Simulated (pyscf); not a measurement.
PySCF, gas phase, ωB97X-D3(BJ)/def2-SVP geometries.

Q: Estimate the classical barrier height and the reaction energy of [O=Si–F]• + H₂ → HO–Si:–F [singlet] + H• at M06-2X/def2-TZVP. The step runs on the doublet surface, breaks H–H and forms H–O; take the separated reactants as zero.

A: ΔE‡ = 18.8 kcal/mol, ΔE = +2.6 kcal/mol. ωB97M-D3(BJ)/def2-TZVP gives 16.3 kcal/mol and +1.2 kcal/mol. Zero-point energy shifts the barrier by -0.6 kcal/mol. It is a hydrogen abstraction, with an imaginary mode of 1315i cm⁻¹. One saddle was located; it need not be the lowest between these sides. The angle at the transferred H is 171°.
